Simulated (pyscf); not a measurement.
A first-order saddle from PySCF, ωB97X-D3(BJ)/def2-SVP:

```
B
O 1 1.4554
H 2 0.9696 1 110.69
H 2 1.1995 3 100.92 1 133.72
H 1 1.2035 2 114.09 3 -172.39
H 1 1.2082 5 126.59 2 161.72
```
Charge 0, spin multiplicity 2.

Surface: doublet, charge 0. Lowest wavenumbers (cm⁻¹): 2776i, 443, 709, 760, 881.

Q: Name the species on either side of this saddle.

A: H₂B–OH + H atom (H•) ⇌ BH₂• + water (H₂O), a substitution at O read from left to right: B–O broken and H–O formed. At CCSD(T)/def2-TZVPP + ΔMP2(QZVPP) it lies +30.2 kcal/mol from the left side and -1.6 kcal/mol from the right (each side as separated species at their lowest minima found). On the product side the descent ends in an adduct with a B–O contact, 17.6 kcal/mol under the separated species and 14.0 kcal/mol under the saddle at ωB97X-D3(BJ)/def2-TZVP. At CCSD(T) the saddle lies under the separated products, which points to a path from their complex (located at ωB97X-D3(BJ) alone), and parting the products costs more than the saddle. What is counted as broken (B–O) persists as a longer contact in the product adduct; parting that adduct is a step of its own. The same reactants have a lower exit, to [HB–OH]• + H₂ (barrier +11.6 kcal/mol at ωB97M-D3(BJ), against +29.2 kcal/mol here). This is the saddle that the search found; another between the same sides may lie lower. The angle at the attacked O is 125°. The CCSD(T) − MP2 part came from Ansatz, without density fitting, on the same reference. An open-shell T1 diagnostic exceeds 0.045.
